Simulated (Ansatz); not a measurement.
## A cut through the energy surface

SiNH5 (SMILES N[SiH3]), singlet, at its PBE0-D4/def2-TZVP minimum:

| atom | x (Å) | y (Å) | z (Å) |
| --- | --- | --- | --- |
| N1 | -0.0977 | -1.0710 | -0.0209 |
| Si2 | 0.1280 | 0.6326 | -0.0950 |
| H3 | -1.0177 | -1.4578 | -0.1574 |
| H4 | 0.4190 | -1.6129 | 0.6529 |
| H5 | -0.5280 | 1.1265 | -1.3332 |
| H6 | -0.4315 | 1.4166 | 1.0471 |
| H7 | 1.5892 | 0.8979 | -0.1392 |

The angle H6–Si2–N1 (116.0° at the minimum) is set to the values below, H6, with anything bonded beyond it, turning rigidly in the plane of the angle. Each method's energies count from its own value at the PBE0-D4 minimum structure. Ansatz 0.2.0; basis: def2-TZVPP; cores frozen in the correlated methods. B3LYP uses VWN-RPA correlation.

CCSD(T) energies along the scan:
```json
{"angle (°)": "92.0", "CCSD(T) (kJ/mol)": "48.2"}
{"angle (°)": "98.0", "CCSD(T) (kJ/mol)": "26.5"}
{"angle (°)": "104.0", "CCSD(T) (kJ/mol)": "11.5"}
{"angle (°)": "110.0", "CCSD(T) (kJ/mol)": "2.8"}
{"angle (°)": "116.0", "CCSD(T) (kJ/mol)": "0.0"}
{"angle (°)": "122.0", "CCSD(T) (kJ/mol)": "2.7"}
{"angle (°)": "128.0", "CCSD(T) (kJ/mol)": "10.7"}
{"angle (°)": "134.0", "CCSD(T) (kJ/mol)": "23.9"}
{"angle (°)": "140.0", "CCSD(T) (kJ/mol)": "42.2"}
```
They count from the CCSD(T) energy at the PBE0-D4 minimum.

Largest difference from the CCSD(T) curve over the scan: PBE-D4 4.1; B3LYP-D4 1.1; wB97M-V 1.9; HF 7.8 kJ/mol. Each curve counts from its own value at the minimum.

T1 diagnostic: at most 0.011.

For scale, one of the runs: CCSD(T)/def2-TZVPP, 143 basis functions (an equivalent command: `ansatz run in.yaml --threads 2`). Hardware: 2 CPU threads, shared host. Wall time 8 s; peak host memory 0.81 GiB.
